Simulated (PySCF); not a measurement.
# J couplings in [C5H7]-

Bonds (- single, = double, # triple, : aromatic): C1#C2 1.251 Å, C2-C3 1.467 Å, C3-C4 1.535 Å, C3-C5 1.535 Å. C3 carries H6; C4 carries H7, H8, H9; C5 carries H10, H11, H12. Formal charges: C1 -1.

Total charge -1.

Method: B3LYP/pcJ-1 (without the spin–dipole term)//PBE0-D3(BJ)/def2-SVP, PySCF; isolated molecule, single conformer, non-relativistic. Couplings are averaged over pairs made equivalent by symmetry, fast rotation or ring inversion, so a value needn't be that of the named pair in this geometry, while other rotamers aren't included; one pair stands for each set, and the list holds those of at least 0.8 Hz over up to four bonds.

Isotopes: 13C, 1H.

| pair | bonds | J (Hz) |
| --- | --- | --- |
| C1, C2 | 1 | 46.2 |
| C2, C3 | 1 | 61.6 |
| C3, C4 | 1 | ? |
| C3, H6 | 1 | 126.2 |
| C4, H7 | 1 | ? |
| C1, C3 | 2 | ? |
| C2, C4 | 2 | -2.1 |
| C2, H6 | 2 | -7.4 |
| C3, H7 | 2 | -3.3 |
| C4, C5 | 2 | 1.0 |
| C4, H6 | 2 | ? |
| H7, H8 | 2 | -12.0 |
| C1, C4 | 3 | 2.7 |
| C1, H6 | 3 | 2.9 |
| C2, H7 | 3 | ? |
| C4, H10 | 3 | 5.7 |
| H6, H7 | 3 | 7.2 |

Estimate the withheld couplings, with signs.

Results:


- 1J(C3,C4) = 36.3 Hz (bond length 1.535 Å)
- 1J(C4,H7) = 129.9 Hz (mean over equivalent pairs that range from 121.1 to 135.5 Hz in this conformer)
- 2J(C1,C3) = -6.2 Hz (angle at C2 179°)
- 2J(C4,H6) = -3.1 Hz (angle at C3 106°)
- 3J(C2,H7) = 4.5 Hz (mean over equivalent pairs that range from 2.1 to 9.0 Hz in this conformer)
